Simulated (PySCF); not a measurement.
**From computed data to an observable: entropy of an ideal gas**

propyne cation (C3H4), SMILES C#CC (connectivity only; charge and spin as stated), charge +1, multiplicity 2.

Geometry optimised at PBE-D3(BJ)/def2-TZVP. The multiplicity is an assumed one; other spin states were not compared.

PBE-D3(BJ)/def2-TZVP (PySCF) gives the harmonic wavenumbers 186, 330, 459, 587, 691, 933, 999, 1109, 1182, 1366, 2028, 2788, 2840, 3058, 3288 cm⁻¹ and the rotational temperatures 7.4273, 0.4131, 0.4112 K. The molar mass is 40.07 g/mol, the symmetry number 1, the spin multiplicity 2.

Problem. Work out the entropy at 298.15 K and 1 atm in the rigid-rotor, harmonic-oscillator model.

Solution. 
Translation (Sackur–Tetrode at 1 atm): S = R[1.5 ln M + 2.5 ln T − 1.16487] = 154.8 J/(mol K).
Rotation: q = (√π/σ) T^1.5/√(θA θB θC) = 8120, S = R[ln q + 3/2] = 87.3 J/(mol K).
Vibration: with u = 1.4388 ν/T, each mode gives R[u/(e^u − 1) − ln(1 − e^−u)]:
```
ν (cm⁻¹)  modes     u  S (J/(mol K))
--------  -----  ----  -------------
186           1  0.90           9.49
330           1  1.59           5.27
459           1  2.21           3.22
587           1  2.83           1.98
691           1  3.33           1.33
933           1  4.50           0.51
999           1  4.82           0.39
1109          1  5.35           0.25
1182          1  5.70           0.19
1366          1  6.59           0.09
2028          1  9.79           0.01
```
The stiffer modes add less than 0.005 each. Sum 22.7 J/(mol K).
Spin: R ln 2 = 5.8 J/(mol K).
Total 270.6 J/(mol K); the program's own thermochemistry gives 270.6. Translation makes up 57 % and vibration 8 %. Anharmonicity, hindered rotation and orbital degeneracy are left out.
